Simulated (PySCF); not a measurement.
Species: formic acid, CH₂O₂.
Structure used (BHandHLYP/def2-TZVP), in Å, numbered top down from 1:
```xyz
5
CH2O2 angstrom
O      1.0016   -0.8505   -0.0681
C      0.3804    0.1186   -0.3449
O     -0.9280    0.2578   -0.1759
H      0.8008    1.0261   -0.7744
H     -1.2733   -0.5524    0.2042
```

Level of theory: BHandHLYP/def2-TZVP geometry optimisation, gas phase in PySCF 2.14.0.

Take the most abundant isotopes and a rigid rotor. The values belong to one conformer with, in the numbering `[O:1]=[CH:2][OH:3]`, O1–C2–O3–H 0°.

Task: What are A, B and C (cm⁻¹)?

Result: Ia = 6.36, Ib = 40.83, Ic = 47.19 u·Å²; 505379 MHz·u·Å²/I gives 79464, 12379 and 10710 MHz, that is A = 2.65063, B = 0.41291, C = 0.35725 cm⁻¹.

Task: What kind of rotor is it?

Result: A near-prolate asymmetric top. Ray's parameter κ = (2B − A − C)/(A − C) = -0.951; −1 is the prolate and +1 the oblate limit.

Task: What does the inertial defect say?

Result: Planar: Δ = Ic − Ia − Ib = 0.00 u·Å². For a rigid frame Δ = −2 Σ m c², so it vanishes when all atoms lie in the ab plane; here none is more than 0.01 Å from it.

Task: Where do the levels up to J = 2 lie, in cm⁻¹?

Result: Above 0(0,0):
J = 1: 1(0,1) 0.7702, 1(1,1) 3.0079, 1(1,0) 3.0635
J = 2: 2(0,2) 2.3095, 2(1,2) 4.4926, 2(1,1) 4.6595, 2(2,1) 11.3727, 2(2,0) 11.3737
Those of J = 1 are B + C, A + C and A + B.

Task: Predict some low-J microwave lines.

Result: The dipole components are |μa| = 1.59 D, |μb| = 0.17 D, |μc| = 0.00 D; the mirror of this Cs structure is the ab plane, so μc vanishes by symmetry and there are no c-type lines. The squared components, which scale the intensities, stand as 1.00 : 0.01 (a : b). Some lines, for components of 0.1 D or more:

```tsv
type	branch	J(Ka,Kc)	MHz	lower level (cm⁻¹)
a	Q	2(1,1) ← 2(1,2)	5005	4.493
a	Q	4(1,3) ← 4(1,4)	16682	9.686
a	R	1(0,1) ← 0(0,0)	23089	0.000
a	R	2(0,2) ← 1(0,1)	46147	0.770
a	R	2(1,1) ← 1(1,0)	47846	3.064
a	R	3(2,2) ← 2(2,1)	69266	11.373
a	R	3(2,1) ← 2(2,0)	69389	11.374
b	Q	2(1,1) ← 2(0,2)	70453	2.309
a	R	4(0,4) ← 3(0,3)	92049	4.616
a	R	4(2,3) ← 3(2,2)	92331	13.683
a	R	4(3,2) ← 3(3,1)	92416	25.012
a	R	4(3,1) ← 3(3,0)	92418	25.012
a	R	4(1,3) ← 3(1,2)	95630	7.053
b	R	2(1,2) ← 1(0,1)	111595	0.770
b	R	3(1,3) ← 2(0,2)	132193	2.309
b	R	4(1,4) ← 3(0,3)	152007	4.616
b	Q	3(2,1) ← 3(1,2)	198926	7.053
b	Q	2(2,1) ← 2(1,2)	206261	4.493
b	Q	4(2,3) ← 4(1,4)	212156	9.686
b	R	3(2,2) ← 2(1,1)	270523	4.660
b	Q	4(3,1) ← 4(2,2)	339243	16.778
b	Q	3(3,0) ← 3(2,1)	339464	13.688
b	Q	4(3,2) ← 4(2,3)	339701	16.763
b	R	3(3,1) ← 2(2,0)	408852	11.374
b	R	3(3,0) ← 2(2,1)	408884	11.373
b	R	4(3,2) ← 3(2,1)	431879	13.688
b	Q	4(4,0) ← 4(3,1)	475379	28.094
b	R	4(4,1) ← 3(3,0)	567797	25.012
```

Task: Estimate the classical rotational partition function at 50 K, 100 K and 298.15 K.

Result: Point group Cs, symmetry number σ = 1; q = (√π/σ)·√((kT/h)³/(ABC)), k/h = 20836.6 MHz/K: 581 at 50 K, 1640 at 100 K, 8460 at 298.15 K.

BHandHLYP/def2-TZVP frequencies: not computed here. These are rigid-rotor constants of the computed structure; measured ground-state constants (B0) also hold zero-point vibration.

Hardware: Arm Neoverse V1, one thread, shared host. Cost: 8.6 s, 0.40 GiB resident at most. This is the geometry optimisation.
